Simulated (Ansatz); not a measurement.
A run of Ansatz (development build ahead of 0.2.0) on singlet F₂ at this shape:

```xyz
2

F    -0.0447   -0.0059   -0.9724
F     0.0603    0.0002    1.0769
```

Its results:

```json
{
 "Converged": "yes",
 "Total energy": "-198.51712 hartree",
 "Spin squared of the determinant": "0.000"
}
```

Problem. Which input gives this output? Name the method, the orbitals and the basis set, and write the input.

Solution. RHF in 6-31G. An unrestricted run that stays on the closed shell gives the same numbers.

```yaml
crystal:
  periodic: [false, false, false]
  atoms:
    - { symbol: F, position_ang: [-0.04473, -0.00586, -0.97242] }
    - { symbol: F, position_ang: [0.06034, 0.00017, 1.07688] }
basis:
  gaussian: { orbitals: "6-31G" }
hamiltonian:
  xc: hf
```

Caution: stretched shape with no unrestricted run beside it, a lower state can exist.
